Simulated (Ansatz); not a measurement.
**CH6N radical (built from SMILES CN.[H]): functionals against CCSD(T) at one geometry**

The task here is to estimate one member of a computed series from the others.

Computed with Ansatz 0.2.0, Gaussian basis. Level: single points in def2-TZVPP.

Cores are frozen in the correlated methods. Orbitals are unrestricted.

## Starting geometry

8 atoms, charge 0, spin multiplicity 2.

Atoms are counted from 1 here; the program's logs count them from 0.

Bond lengths: C2–N3 1.321 Å, C2–H5 1.046 Å, C2–H6 1.118 Å, N3–H7 1.074 Å, N3–H8 0.917 Å. Angles: N3–C2–H5 116.6°, N3–C2–H6 117.1°, H5–C2–H6 101.8°, C2–N3–H7 118.6°, C2–N3–H8 118.9°, H7–N3–H8 112.2°.

Coordinates:

| atom | x (Å) | y (Å) | z (Å) |
| --- | --- | --- | --- |
| H1 | -0.9308 | -1.0748 | -0.1730 |
| C2 | -0.1509 | 0.2139 | -0.3228 |
| N3 | 0.7009 | 0.4309 | 0.6636 |
| H4 | -1.3309 | -1.9774 | 0.0271 |
| H5 | 0.2560 | 0.1336 | -1.2827 |
| H6 | -0.9544 | 0.9751 | -0.4791 |
| H7 | 1.7403 | 0.2117 | 0.5033 |
| H8 | 0.5796 | 1.1646 | 1.1997 |

The first run:

Input file run/in.yaml:

```yaml
crystal:
  periodic: [false, false, false]
  atoms:
    - {symbol: H, position_ang: [-0.930800, -1.074800, -0.173000]}
    - {symbol: C, position_ang: [-0.150900, 0.213900, -0.322800]}
    - {symbol: N, position_ang: [0.700900, 0.430900, 0.663600]}
    - {symbol: H, position_ang: [-1.330900, -1.977400, 0.027100]}
    - {symbol: H, position_ang: [0.256000, 0.133600, -1.282700]}
    - {symbol: H, position_ang: [-0.954400, 0.975100, -0.479100]}
    - {symbol: H, position_ang: [1.740300, 0.211700, 0.503300]}
    - {symbol: H, position_ang: [0.579600, 1.164600, 1.199700]}
basis:
  gaussian: {orbitals: def2-TZVPP}
magnetization: {spin_polarized: true, initial_magnetization: 1}
correlation: {method: ccsd_t}
scf: {omitted_lower_state_checks: [cluster_reference]}
output: {forces: true}
```

No record of the launch command was kept for these runs.

Steps of the session up to this table: CCSD(T)/def2-TZVPP; PBE0-D4/def2-TZVPP; wB97M-V/def2-TZVPP; r2SCAN-D4/def2-TZVPP; PBE-D4/def2-TZVPP; LC-wPBE/def2-TZVPP; SPW92/def2-TZVPP.

One table of the session follows, with a row left open; its other results are not shown here.

| method | RMS force component (eV/Å) | angle to CCSD(T) forces (°) | dipole (D) |
| --- | --- | --- | --- |
| CCSD(T) | 2.154 | reference | 3.04 |
| PBE0-D4 | 2.082 | 4.6 | 3.21 |
| wB97M-V | ? | ? | ? |
| r2SCAN-D4 | 2.079 | 3.7 | 3.25 |
| PBE-D4 | 2.092 | 7.2 | 3.30 |
| LC-wPBE | 2.133 | 3.4 | 3.14 |
| SPW92 | 2.051 | 13.0 | 3.30 |

Q: Estimate the row for wB97M-V from the others.

The run gave: RMS force component (eV/Å): 2.111; angle to CCSD(T) forces (°): 2.2; dipole (D): 3.22. In the column «RMS force component (eV/Å)» it lies between PBE-D4 (2.092) and LC-wPBE (2.133).
